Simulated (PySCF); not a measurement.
`C=CS(C)(=O)=O`: 4 charge schemes on one density

C3H6O2S.
Structure used (PBE0-D3(BJ)/def2-SVP), in Å, numbered top down from 1:
```
atom  x, y, z in Å
C1     1.9776   -0.0791    0.7533
C2     1.0901    0.1906   -0.1978
S3    -0.5511    0.6979    0.2604
C4    -1.5877   -0.6312   -0.3249
O5    -0.6357    0.7109    1.7188
O6    -0.8670    1.8854   -0.5266
H7     3.0143   -0.3290    0.5119
H8     1.6758   -0.0375    1.8047
H9     1.2958    0.2039   -1.2721
H10   -1.4724   -0.7343   -1.4113
H11   -1.3260   -1.5551    0.2057
H12   -2.6137   -0.3225   -0.0808
```

Density: PBE0/pcSseg-1 (PySCF); schemes: Mulliken, IAO, Hirshfeld and ESP-fitted. One conformer (not necessarily the lowest) at the PBE0-D3(BJ)/def2-SVP geometry, without solvent, vibrations or thermal averaging.

Problem. Tabulate the Mulliken, IAO, Hirshfeld and ESP-fitted charges.

Solution. In e; atoms taken as equivalent share a row and are averaged (×n: the atom named and its like, n in all):

| atom | environment | Mulliken | IAO | Hirshfeld | ESP-fitted |
| --- | --- | --- | --- | --- | --- |
| C1 | terminal =CH2 carbon | -0.099 | -0.251 | -0.056 | -0.270 |
| C2 | alkene CH carbon | -0.380 | -0.390 | -0.069 | -0.306 |
| S3 | sulfonyl sulfur | +0.971 | +1.988 | +0.512 | +1.093 |
| C4 | S-methyl carbon | -0.377 | -0.630 | -0.120 | -0.720 |
| O5/O6 | sulfonyl oxygen | -0.545 | -0.887 | -0.324 | -0.533 |
| H7 | vinylic hydrogen | +0.148 | +0.169 | +0.068 | +0.183 |
| H8 | vinylic hydrogen | +0.170 | +0.182 | +0.058 | +0.192 |
| H9 | vinylic hydrogen | +0.162 | +0.173 | +0.063 | +0.197 |
| H10/H11/H12 | methyl hydrogen | +0.166 | +0.178 | +0.064 | +0.233 |

Mean size of the charges over all atoms: IAO 0.508 e, ESP-fitted 0.394 e, Mulliken 0.325 e, Hirshfeld 0.149 e. Each set sums to the total charge, 0, to within 0.001 e. The Mulliken scheme counts on each atom the diagonal of the density matrix times the overlap matrix over that atom's basis functions.

Some averages cover members that differ in this geometry: H10/H11/H12, ESP-fitted +0.222 to +0.249 e.

Lowest charge. The schemes don't all agree: Mulliken O5/O6 (-0.545); IAO O5/O6 (-0.887); Hirshfeld O5/O6 (-0.324); ESP-fitted C4 (-0.720).

Highest charge. All schemes agree: Mulliken S3 (+0.971); IAO S3 (+1.988); Hirshfeld S3 (+0.512); ESP-fitted S3 (+1.093).

Problem. Sum the charges by element, for elements with more than one atom.

Solution. 
```json
{"element": "C", "atoms": "3", "Mulliken": "-0.856", "IAO": "-1.271", "Hirshfeld": "-0.245", "ESP-fitted": "-1.296"}
{"element": "O", "atoms": "2", "Mulliken": "-1.091", "IAO": "-1.775", "Hirshfeld": "-0.648", "ESP-fitted": "-1.066"}
{"element": "H", "atoms": "6", "Mulliken": "+0.976", "IAO": "+1.057", "Hirshfeld": "+0.381", "ESP-fitted": "+1.270"}
```

Problem. How many electrons does the IAO scheme count on C1?

Solution. Z − q = 6 − (-0.251) = 6.251.

Problem. How closely do the schemes follow one another over all atoms?

Solution. Correlation coefficient and root-mean-square difference: IAO with Hirshfeld 0.98, 0.524 e; Mulliken with IAO 0.98, 0.336 e; Mulliken with Hirshfeld 0.97, 0.211 e; Mulliken with ESP-fitted 0.97, 0.124 e; IAO with ESP-fitted 0.96, 0.300 e; Hirshfeld with ESP-fitted 0.93, 0.292 e.
